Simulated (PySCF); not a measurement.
## SiC under electron impact: the energy ladder

CCSD(T) in PySCF with def2-TZVPPD on every atom, for the lowest determinant that a PBE0 search found; no spin–orbit coupling.

| species | state (unpaired electrons) | Re (Å) | ωe (cm⁻¹) | energy of the minimum from the neutral (eV) | De (eV) | dissociates to |
| --- | --- | --- | --- | --- | --- | --- |
| SiC | triplet (σ ↑, π ↑) | 1.731 | 955 | 0.00 | 4.19 | Si + C |
| SiC⁺ | quartet (σ ↑, π ↑↑) | 1.820 | 840 | 8.82 | 3.48 | Si⁺ + C |

Problem. Work out the lowest energy to break SiC into atoms, from its vibrational ground state.

Solution. D0 = De − ωe/2 = 4.19 − 0.06 = 4.13 eV (CCSD(T)/def2-TZVPPD).

Problem. Work out the ionisation energy of the Si atom at this level and the threshold of dissociative ionisation.

Solution. IE(Si) = 8.82 + 3.48 − 4.19 = 8.11 eV, so Si⁺ + C + e⁻ appears at D0 + IE(Si) = 12.24 eV (CCSD(T)/def2-TZVPPD). The measured IE(Si) is 8.152 eV (NIST ASD).

These are thermodynamic thresholds; the onsets seen under electron impact lie higher where the geometry changes, and cross-sections peak well above them.

Correlated steps freeze 6 core orbitals. UHF and ROHF references stand side by side, which adds small steps between rows. For an ion De counts to the pair picked by the measured ionisation energies or electron affinities, which need not be the lowest pair at this level. The CCSD T1 diagnostic is raised in SiC, SiC⁺, a sign that a single reference may not be enough there. States were picked by a PBE0 search and need not be the measured ground states.
